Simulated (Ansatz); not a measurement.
Coupled-cluster diagnostics for B2F, Ansatz.

Geometry of the doublet (PBE0-D4/def2-TZVP):

```xyz
3

B     0.040   -0.037   -0.151
B    -1.212   -0.344    0.730
F     1.173    0.380   -0.579
```

Correlated methods freeze 3 core orbitals. At PBE0-D4/def2-TZVP a triplet of charge 1 lies 1.27 eV below the restricted singlet at the same geometry. At PBE0-D4/def2-TZVPD a triplet of charge -1 lies 0.99 eV below the restricted singlet at the same geometry. The structure comes from a short search, and lower isomers may exist.

Geometry of the charge 0 quartet (PBE0-D4/def2-TZVP):

Cartesian coordinates in Å:
```
B 0.0542 -0.0399 -0.0386
B -1.0064 0.7389 0.7149
F 0.9522 -0.6989 -0.6763
```

Estimate the CCSD(T) correlation energy, the shares of MP2 and (T), T1 and the reference's ⟨S²⟩ for: charge 0, doublet, own geometry in def2-TZVPP; charge 0, doublet, own geometry in def2-TZVPD; charge 0, quartet, own geometry in def2-TZVPP; charge 1, singlet, vertical in def2-TZVPP; charge -1, singlet, vertical in def2-TZVPD; and the rough time on 4 threads of Arm Neoverse V1 on a shared host.


```csv
state,basis,correlation (eV),MP2 share (%),(T) share (%),T1,⟨S²⟩ (pure),wall time,remarks
"charge 0, doublet, own geometry",def2-TZVPP,-11.108,89.6,4.2,0.036,1.74 (0.75),2.6 s,"flagged by the program, spin-contaminated"
"charge 0, doublet, own geometry",def2-TZVPD,-11.159,89.6,4.3,0.036,1.74 (0.75),4.9 s,"flagged by the program, spin-contaminated"
"charge 0, quartet, own geometry",def2-TZVPP,-10.710,92.6,3.4,0.018,3.75 (3.75),1.6 s,–
"charge 1, singlet, vertical",def2-TZVPP,-11.400,88.5,3.8,0.031,0.00 (0.00),1.1 s,"large T1, restricted SCF unstable"
"charge -1, singlet, vertical",def2-TZVPD,-12.751,90.5,4.2,0.037,0.00 (0.00),7 s,"large T1, restricted singlet, untested, stability undecided"
```
Customary marks for T1 are 0.02 (closed shells), 0.045 (open shells) and about 0.05 (3d metals). T1 exceeds 0.02 in 4 of 5 rows and 0.045 in 0; the higher it lies, the less the single-reference result can be trusted.
